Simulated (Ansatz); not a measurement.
A made-up structure of C2H3Si (charge -1), singlet:

```
6
angstrom
C -0.5727 -1.5697 -0.1975
C -0.2993 -0.3868 -0.0875
Si -0.1122 1.4896 0.0264
H -1.2809 2.0932 0.5614
H 1.1642 1.5754 -0.8223
H 0.6249 1.4960 1.3730
```

It is relaxed with PBE-D4/def2-SVPD and then PBE0-D4/def2-TZVPD (Ansatz 0.2.0). Atoms count as bonded within 1.22 times the sum of their covalent radii (H–H: 0.88 Å). The end point is not checked to be a true minimum.

(1) Does its bonding change? (Judge from chemistry; the calculation decides.)

## Answers

(1) Computed: No: no bond forms or breaks.

Where it ends: The first stage lowers the energy by 1.50 eV in 6 steps. It ends as C₂H₃Si ([C][C][SiH3]), total charge -1:
| atom | x (Å) | y (Å) | z (Å) |
| --- | --- | --- | --- |
| C1 | -0.6380 | -1.6597 | -0.2360 |
| C2 | -0.3619 | -0.4577 | -0.0499 |
| Si3 | 0.0274 | 1.2496 | 0.2145 |
| H4 | -1.1648 | 2.1668 | 0.2527 |
| H5 | 0.9173 | 1.8607 | -0.8338 |
| H6 | 0.7439 | 1.5379 | 1.5060 |

Labels in which every atom is bracketed show which atoms are joined, not bond orders.

For scale, one of the runs: PBE0-D4/def2-TZVPD relaxation, 144 basis functions, launched by `ansatz run in.yaml --threads 2 --pin off --events-out ev --progress --plain --max-ram 4352MiB`. The run took about 12 s on 2 CPU threads of an Intel Xeon Platinum 8259CL (shared host).
